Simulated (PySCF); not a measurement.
Molecule: `C=C/C=C/OC`, C5H8O.

Geometry (Å), atoms numbered from 1 in this order:
```xyz
14

C     2.490    1.201    0.248
C     1.723    0.244   -0.264
C     0.341    0.042    0.099
C    -0.402   -0.929   -0.438
O    -1.696   -1.236   -0.197
C    -2.392   -0.449    0.741
H     2.111    1.896    0.980
H     3.518    1.327   -0.042
H     2.127   -0.442   -0.998
H    -0.065    0.723    0.832
H     0.006   -1.611   -1.173
H    -3.400   -0.857    0.788
H    -2.436    0.598    0.426
H    -1.928   -0.508    1.730
```

Frames of a GFN2-xTB Langevin trajectory at 600 K; GIAO PBE0/pcSseg-1 shieldings in PySCF, gas phase, non-relativistic; equivalent atoms averaged within each frame.

Referencing at the same level of theory: 13C (σ = 186.93 ppm) and 1H (σ = 31.72 ppm) against TMS; H2O for 17O (σ = 336.08 ppm). The references are static minima.

Question: How do the shifts (ppm) fluctuate along the trajectory?

Answer: 
```
         time (fs)     C4     C2     C1     C3    C6     O5   H11    H9   H10    H7
optimised geometry  160.6  141.3  117.1  110.2  56.0  116.0  6.87  6.37  5.42  5.27
               250  160.0  151.3  120.4  113.8  50.9  113.0  7.12  6.77  5.65  5.25
               425  166.1  149.1  125.9  108.9  51.7  114.9  7.26  7.26  4.38  6.19
               625  167.8  150.0  115.8  127.4  61.7  106.9  7.73  7.46  6.15  6.37
               800  161.1  144.5  120.1  125.0  64.0   96.4  6.23  6.81  6.89  6.08
              1000  167.2  140.2  117.6  109.7  58.7  131.1  6.97  7.79  4.65  5.01
    mean of frames  164.5  147.0  120.0  117.0  57.4  112.5  7.06  7.22  5.54  5.78
standard deviation    3.6    4.6    3.8    8.7   5.9   12.7  0.55  0.44  1.04  0.61
```

5 frames give an uncertainty of the mean of about the standard deviation over 2.2 at best, since frames this close in time may not be independent; classical motion lacks zero-point vibration, and the reference would need the same averaging.
